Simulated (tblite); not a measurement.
System: H₃ (anion, charge -1), singlet: collinear H-H-H surface. Scanned: first H-H distance and second H-H distance.

Calculation: GFN2-xTB, 300 K electronic temperature run with tblite.

Energy in kcal/mol above the lowest grid point; x is the first H-H distance (Å), y the second H-H distance (Å).

```csv
y \ x,0.63,0.68,0.73,0.79,0.86,0.93,1,1.12,1.20,1.41,1.57,1.78,2.15
2.15,12.4,6.1,2.6,1.1,1.2,3.0,6.5,13.4,18.0,29.4,36.9,45.1,55.5
1.74,15.2,8.1,3.9,1.5,0.2,0.6,2.7,7.5,11.0,20.2,26.6,33.9,43.7
1.52,20.4,12.6,7.7,4.3,1.8,0.9,1.9,5.0,7.5,14.5,19.6,25.8,34.7
1.41,25.1,16.7,11.2,7.1,3.7,2.1,2.4,4.3,6.1,11.5,15.8,21.2,29.4
1.22,38.5,28.5,21.5,15.6,10.2,6.7,5.2,4.5,4.6,6.6,9.0,12.6,19.2
1.08,55.3,43.3,34.4,26.5,18.8,13.2,9.8,6.2,4.8,3.5,4.2,6.2,11.0
1.02,65.1,51.9,41.9,32.8,23.9,17.1,12.7,7.7,5.4,2.6,2.4,3.7,7.5
0.94,81.5,66.3,54.5,43.5,32.6,23.8,17.8,10.5,7.1,2.0,0.8,1.0,3.5
0.87,99.5,82.1,68.4,55.4,42.6,32.2,24.5,15.0,10.4,3.3,0.9,0.0,1.2
0.81,118.0,98.3,82.9,68.2,53.6,41.7,32.5,20.9,15.3,6.1,2.7,0.9,1.0
0.74,142.4,119.6,101.9,85.1,68.3,54.2,43.0,28.7,21.8,10.4,5.8,3.0,2.2
0.68,169.7,143.5,123.1,104.0,84.7,68.3,55.2,38.4,30.3,16.7,11.2,7.7,6.1
0.63,199.4,169.7,146.4,124.5,102.5,83.8,68.9,49.7,40.5,25.1,18.9,14.7,12.4
```

Points that lie below all their neighbours on the grid: x = 1.78, y = 0.87 (0.0 kcal/mol); x = 0.86, y = 1.74 (0.2 kcal/mol). The lowest path on the grid from the first to the second passes x = 1.20, y = 1.22 at 4.6 kcal/mol.
